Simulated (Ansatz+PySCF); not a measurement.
Values are calculated unless marked as measured or tabulated.
Input for Ansatz (development build ahead of 0.2.0):

```yaml
crystal:
  periodic: [false, false, false]
  atoms:
    - { symbol: Si, position_ang: [0.0, 0.0, 0.0] }
    - { symbol: H, position_ang: [1.49298, 0.0, 0.86197] }
    - { symbol: H, position_ang: [-1.41892, 0.0, 0.81922] }
basis:
  gaussian: { orbitals: "6-31G" }
magnetization:
  initial_magnetization: 2
hamiltonian:
  xc: hf
correlation:
  method: ccsd_t
  frozen_orbitals: { H: 0, Si: 5 }
scf:
  omitted_lower_state_checks: [stability, starts, atomic_configurations, cluster_reference, orbital_swaps, given_window_search, neighbouring_geometries, increment]
```

The input is written out in the form of the current development build from the run's settings. Correlation on restricted open-shell orbitals is semicanonical, with singles.

Output:

```json
{
 "Converged": "yes",
 "Reference energy": "-289.94613 hartree",
 "CCSD correlation energy": "-0.05888 hartree",
 "Triples correction": "-0.00076 hartree",
 "Total energy": "-290.00577 hartree",
 "Spin squared of the determinant": "2.000",
 "T1 diagnostic": "0.015",
 "Largest doubles amplitude": "0.07",
 "Occupied orbitals by symmetry in an Abelian subgroup (alpha; beta)": "7 A' 2 A''; 6 A' 1 A''"
}
```
